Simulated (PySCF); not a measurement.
C₂H₃, SMILES `C=[CH]` (charge 0, multiplicity 2)

All values below come from PBE0-D4/def2-TZVP run with PySCF.

```
Property                                                       Result
-----------------------------  --------------------------------------
highest occupied spin orbital                                -6.93 eV
dipole moment                                                  0.70 D
total energy                                              -2117.89 eV
cost                           about 40 core-seconds (a rough figure)
```

Bond lengths (Å): C1–C2 1.301, C1–H3 1.080, C2–H4 1.093, C2–H5 1.088. Angles (°): C2–C1–H3 138.4, C1–C2–H4 121.7, C1–C2–H5 122.1, H4–C2–H5 116.2.
Charge 0, spin multiplicity 2.
